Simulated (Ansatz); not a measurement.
The cluster Si2H2. Charge 0, multiplicity 3. Geometry r2SCAN-D4/def2-TZVPD, that of the charge -1 doublet; atoms count from 1.

Cartesian coordinates in Å:
```
Si 0.370 -0.393 0.951
Si -0.370 0.393 -0.950
H 1.465 -1.411 0.629
H -1.465 1.411 -0.630
```

The structure comes from a short search, and lower isomers may exist.

Q: Estimate the Mulliken populations from the PBE0/def2-TZVPD orbitals of Ansatz.

A: 
```
atom  charge (e)  spin (α − β)
 Si1       -0.03          0.99
 Si2       -0.03          0.99
  H3        0.03          0.01
  H4        0.03          0.01
```
Mulliken values depend strongly on the basis. With diffuse functions, as here, like atoms can get unlike values, and bond orders can come out too low or too high.

Q: Where does the spin sit?

A: Summed by element: Si 1.97, H 0.03, of 2 unpaired in all. Largest on single atoms: Si2 0.99, Si1 0.99, H4 0.01.

Q: And the Mayer bond orders between heavy atoms (over 0.3)?

A: Si1–Si2 1.54 (2.19 Å).
